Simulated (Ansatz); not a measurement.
C$_{2}$H$_{6}$O, closed shell: a pair in one relaxed arrangement.

in.yaml

```yaml
crystal:
  periodic: [false, false, false]
  atoms:
    - {symbol: O, position_ang: [-0.329359, -0.115853, -2.270383]}
    - {symbol: H, position_ang: [0.525655, -0.395492, -2.603511]}
    - {symbol: H, position_ang: [-0.216587, -0.059338, -1.314682]}
    - {symbol: C, position_ang: [-0.179959, -0.539055, 1.088710]}
    - {symbol: C, position_ang: [0.186564, 0.729114, 0.971078]}
    - {symbol: H, position_ang: [-1.223414, -0.834896, 1.068460]}
    - {symbol: H, position_ang: [0.548747, -1.332746, 1.214716]}
    - {symbol: H, position_ang: [1.230063, 1.024618, 0.996028]}
    - {symbol: H, position_ang: [-0.541812, 1.523748, 0.849686]}
basis:
  gaussian: {orbitals: "def2-TZVPPD.json"}
hamiltonian: {xc: {name: B3LYP}, dispersion: d4}
```

The basis file named in the input lies beside it (Basis Set Exchange, JSON).

Command:

```bash
ansatz run in.yaml --threads 2 --pin off --events-out ev --progress --plain --max-ram 5222MiB
```

The run's output (Ansatz 0.2.0):

```
Functional definition: B3LYP
  name "B3LYP"
  cite "Stephens, Devlin, Chabalowski & Frisch, J. Phys. Chem. 98, 11623 (1994) doi:10.1021/j100096a001"
  cite "Becke, Phys. Rev. A 38, 3098 (1988) doi:10.1103/PhysRevA.38.3098"
  cite "Lee, Yang & Parr, Phys. Rev. B 37, 785 (1988) doi:10.1103/PhysRevB.37.785"
  cite "Vosko, Wilk & Nusair, Can. J. Phys. 58, 1200 (1980) doi:10.1139/p80-159"
  parameter a0 = 0.2
  parameter ax = 0.72
  parameter ac = 0.81
  exchange = (1 - a0 - ax)*slater_x + ax*b88_x + a0*exact_x
  correlation = (1 - ac)*vwn_rpa_c + ac*lyp_c
886 factors; their error is unknown
mean field evaluation 1: about -4210.2525 eV, gradient 7.3e1 eV
mean field evaluation 2: about -4196.9222 eV, gradient 1.1e2 eV
mean field evaluation 4: about -4220.3689 eV, gradient 5.1e0 eV
mean field evaluation 8: about -4220.4197 eV, gradient 5.8e-2 eV
mean field -4220.41967820 eV, -155.0975624705 hartree, gradient 4.8e-5 eV, S^2 0.000000; 0 other end points of the search recorded, 0 dependent functions left out
reference -4220.41994858 eV, -155.0975724070 hartree; 13, 13 occupied and 203, 203 virtual orbitals, 886 factors
Total energy: -4220.55489716 eV, -155.1025316759 hartree
```

Hardware: 2 CPU threads of an Arm Neoverse V2, shared host. Wall time about 2.2 s.
